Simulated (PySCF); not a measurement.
ethane (C₂H₆), SMILES CC.

Geometry optimised at ωB97X-D3(BJ)/def2-TZVP.

Level of theory: TDDFT-M06-2X/def2-TZVPD (PySCF 2.14.0).

Vertical excitations; the highest root listed may be one member of a degenerate set. The molecule is in vacuum. State labels are in the subgroup C2h.

Computed lowest excited states:
| state | symmetry | energy (eV) | λ (nm) | f | main pairs |
|---|---|---|---|---|---|
| S1 | Bg | 8.91 | 139 | 0.000 | HOMO→LUMO (degenerate set) |
| S2 | Ag | 8.91 | 139 | 0.000 | HOMO−1→LUMO (degenerate set) |
| S3 | Ag | 9.63 | 129 | 0.000 | HOMO−2→LUMO 97 % |
| S4 | Bu | 9.73 | 127 | 0.090 | HOMO−1→LUMO+1 (degenerate set) |
| S5 | Au | 9.73 | 127 | 0.090 | HOMO→LUMO+1 (degenerate set) |
| S6 | Bu | 10.46 | 118 | 0.222 | HOMO−2→LUMO+1 98 % |
| S7 | Au | 10.59 | 117 | 0.000 | HOMO−1→LUMO+3 48 %, HOMO→LUMO+2 48 % |
| S8 | Au | 10.68 | 116 | 0.048 | HOMO→LUMO+2, HOMO−1→LUMO+3 (degenerate set) |
| S9 | Bu | 10.68 | 116 | 0.048 | HOMO−1→LUMO+2, HOMO→LUMO+3 (degenerate set) |
| S10 | Bu | 10.90 | 114 | 0.173 | HOMO→LUMO+3 49 %, HOMO−1→LUMO+2 49 % |
| T1 | Ag | 8.79 | 141 | 0 | HOMO−1→LUMO (degenerate set) |
| T2 | Bg | 8.79 | 141 | 0 | HOMO→LUMO (degenerate set) |
| T3 | Ag | 9.42 | 132 | 0 | HOMO−2→LUMO 95 % |
| T4 | Bu | 9.59 | 129 | 0 | HOMO−1→LUMO+1 91 % |
Triplets are in the Tamm–Dancoff approximation, which puts them higher than full response would, so one can lie above its singlet here.
